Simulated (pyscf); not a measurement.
Single points on ωB97X-D3(BJ)/def2-SVP structures (PySCF, gas phase). Correlated levels are frozen-core, on RHF or UHF. ΔMP2 is the change of the MP2 total energy from the triple- to the quadruple-zeta basis.

Question: PBE/def2-TZVP puts the barrier of Cl–Sn:–Cl (SMILES [Cl][Sn][Cl]) [singlet] + H₂S (SMILES S) → HS–SnH(Cl)–Cl (SMILES [SH][SnH]([Cl])[Cl]) (insertion; singlet surface; H–S broken, S–Sn, H–Sn formed) at 32.5 kcal/mol and the reaction energy at +0.2 kcal/mol, from the separated reactants. What do B3LYP-D3(BJ)/def2-TZVP, M06-2X/def2-TZVP, CCSD(T)/def2-TZVPP + ΔMP2(QZVPP) give on the same structures?

Answer: B3LYP-D3(BJ): ΔE‡ = 38.9 kcal/mol, ΔE = +0.1 kcal/mol; M06-2X: ΔE‡ = 39.1 kcal/mol, ΔE = -7.0 kcal/mol; CCSD(T): ΔE‡ = 38.3 kcal/mol, ΔE = -5.5 kcal/mol. PBE's barrier lies under all of them, by 5.7 to 6.5 kcal/mol. Its reaction energy matches one of them and lies within 7.3 kcal/mol of the others. Low barriers are usual for a GGA, whose delocalisation error favours stretched bonds. On the reactant side the descent ends in an adduct with a S–Sn contact (not fully relaxed), 14.3 kcal/mol under the separated species and 53.7 kcal/mol under the saddle at ωB97X-D3(BJ)/def2-TZVP. What is counted as formed (S–Sn) is already present as a longer contact in the reactant adduct; forming that adduct is a step of its own. This is the saddle that the search found; another between the same sides may lie lower. The CCSD(T) − MP2 part came from Ansatz, without density fitting, on the same reference. The frozen core leaves the outer d or s,p core shells of the metals and heavy elements correlated in the MP2 and CC values, and def2-TZVPP describes them poorly, which can shift differences by a few kcal/mol. Elements past Kr carry the def2 core potentials, without spin-orbit coupling.
